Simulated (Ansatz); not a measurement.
CHGeO, doublet: vertical spin and charge gaps

Geometry (PBE0/def2-TZVP stationary point for this spin, not checked as a minimum):

```xyz
4

C     0.0000   -0.0124    2.9133
O     0.0000    0.0347    1.7883
Ge    0.0000   -0.0272   -0.8669
H     0.0000    1.5543   -0.6238
```

Basis cc-pVDZ; Ansatz 0.2.0. Only valence electrons are correlated (noble-gas cores and the filled d shells of p-block atoms frozen). R marks a restricted (for open shells ROHF) determinant, U an unrestricted one. No spin–orbit coupling is included, and no scalar relativity.

Gaps are energies of the second state less the first, at fixed atoms, for a selection of the levels run; each method lands on the state that its own search finds for that charge and spin.

For open shells CISD is restricted-active-space CI with the open shells as a complete middle space.

Removing an electron, to the triplet: 9.439 eV at UCCSDT(Q).

```json
{"level": "UHF", "gap (eV)": "8.582", "error (meV)": "-857"}
{"level": "UMP2", "gap (eV)": "9.331", "error (meV)": "-108"}
{"level": "CISD", "gap (eV)": "9.245", "error (meV)": "-194"}
{"level": "UCCSD", "gap (eV)": "9.414", "error (meV)": "-25"}
{"level": "UCCSD(T)", "gap (eV)": "9.437", "error (meV)": "-2"}
{"level": "BCCD(T)", "gap (eV)": "9.445", "error (meV)": "6"}
{"level": "UCCSDT", "gap (eV)": "9.436", "error (meV)": "-3"}
{"level": "PBE", "gap (eV)": "9.679", "error (meV)": "240"}
{"level": "r2SCAN", "gap (eV)": "9.679", "error (meV)": "240"}
{"level": "PBE0", "gap (eV)": "9.673", "error (meV)": "234"}
{"level": "B3LYP", "gap (eV)": "9.816", "error (meV)": "377"}
{"level": "wB97M-V", "gap (eV)": "9.705", "error (meV)": "266"}
{"level": "B2PLYP", "gap (eV)": "9.610", "error (meV)": "171"}
{"level": "RPA-PBE", "gap (eV)": "9.667", "error (meV)": "228"}
```

Problem. PBE gives 7.443 eV for removing an electron, to the singlet. Estimate what UCCSDT(Q) gives in cc-pVDZ.

Solution. UCCSDT(Q) in cc-pVDZ gives 7.182 eV, so against it PBE is off by 0.261 eV, of which a good part can be the reference's own basis and frozen-core error.

| level | gap (eV) | error (meV) |
| --- | --- | --- |
| UHF | 6.890 | -292 |
| UMP2 | 7.201 | 19 |
| UCCSD(T) | 7.177 | -5 |
| BCCD(T) | 7.173 | -9 |
| r2SCAN | 7.651 | 469 |
| PBE0 | 7.492 | 310 |
| wB97M-V | 7.334 | 152 |
| B2PLYP | 7.317 | 135 |
| RPA-PBE | 7.304 | 122 |

In so small a basis the reference is far from its limit while semilocal and hybrid functionals are nearer theirs (RPA and double hybrids share much of the reference's basis error), so the functionals' errors here hold much of the reference's basis and frozen-core error, which can add to them or hide them.

Full CI isn't at hand for all of this; UCCSDT(Q) serves as the reference, and is uncertain by about the last step of the cluster series. The frozen core follows each run's orbitals, which can shift R against U totals by a few meV for light atoms and by up to 0.1 eV past Ca.
